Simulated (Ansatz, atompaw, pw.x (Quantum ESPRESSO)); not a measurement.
## Which Ta potential is closest to all-electron in the fcc crystal?

All use LDA (PW92), scalar-relativistic, no spin, cutoffs from each file’s atomic test, pw.x 7.5; 14³ k-points, Fermi–Dirac smearing 0.01 Ry. Δ is the rms difference from all-electron LAPW of the E(V) curves that follow from fits to the pressures, over ±6 % in volume. Mesh and smearing are coarse and serve the comparison alone. The files are a selection: those with a ghost or negative overlap were mostly not run, and those with noisy or unconverged pressures or nearly equal Δ are left out.

All-electron: a0 = 4.141 Å (V0 = 17.76 Å³/atom), B0 = 207.3 GPa.

Rank them by Δ, smallest first.
A. PAW, atompaw 4.2.0.5, LDA (PW92); core [Kr] 4d10 4f14, reference 5s2 5p6 5d3 6s1.5 6p0.5; waves: 5s (bound): rc 1.55 bohr; 6s (bound): rc 2.25 bohr; 5p (bound): rc 1.90 bohr; 6p (bound): rc 2.65 bohr; 5d (bound): rc 2.10 bohr; 5d channel at 0.05 Ry: rc 2.10 bohr; local part: bessel scheme, radius 1.95 bohr; core correction: smooth core density matched at 2.55 bohr; augmentation: besselshape compensation charge, radius 2.45 bohr; PAW radius 2.65 bohr; waves and projectors: custom polynom gramschmidtortho.
B. PAW, atompaw 4.2.0.5, LDA (PW92); core [Kr] 4d10, reference 4f14 5s2 5p6 5d3.5 6s1.5 6p0; waves: 5s (bound); 6s (bound); 5p (bound); 6p (bound, empty); 5d (bound); 5d channel at 1.95 Ry; 4f (bound); 4f channel at -1.15 Ry; local part: ultrasoft scheme with l = 4 at -0.5 Ry, radius 1.75 bohr; core correction: smooth core density matched at 1.35 bohr; augmentation: sinc compensation charge, radius 2.05 bohr; PAW radius 2.40 bohr; waves and projectors: bloechl.
C. PAW, atompaw 4.2.0.5, LDA (PW92); core [Xe] 4f14, reference 5d3 6s2 6p0; waves: 6s (bound): rc 3.00 bohr; 6s channel at 2.5 Ry: rc 3.00 bohr; 6p (bound, empty): rc 3.00 bohr; 6p channel at 4.9 Ry: rc 3.00 bohr; 5d (bound): rc 3.00 bohr; 5d channel at 0.2 Ry: rc 3.00 bohr; local part: bessel scheme, radius 2.70 bohr; core correction: smooth core density matched at 2.15 bohr; augmentation: sinc compensation charge, radius 2.25 bohr; PAW radius 3.00 bohr; waves and projectors: custom rrkj vanderbiltortho.

B (1.3 meV/atom), A (3.1 meV/atom), C (15.0 meV/atom).
